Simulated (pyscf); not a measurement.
Structures and frequencies: ωB97X-D3(BJ)/def2-SVP in PySCF. MP2 and CC: frozen core, UHF for open shells. ΔMP2 is the change of the MP2 total energy from the triple- to the quadruple-zeta basis.

**Question.** •H₂C–CH₃ (SMILES [CH2]C) + HF (SMILES F) → H₃C–CH₂–F (SMILES CCF) + H• (SMILES [H])
Surface: doublet. Broken: F–H. Formed: C–F. Give ΔE‡ and ΔE from CCSD(T)/def2-TZVPP + ΔMP2(QZVPP), relative to the separated reactants.

**Answer.** ΔE‡ = 2.38 eV, ΔE = +1.06 eV. Zero-point energy shifts the barrier by -0.03 eV. It is an atom transfer, with an imaginary mode of 1953i cm⁻¹. One saddle was located; it need not be the lowest between these sides. The angle at the transferred F is 180°. The CCSD(T) − MP2 part came from Ansatz, without density fitting, on the same reference.
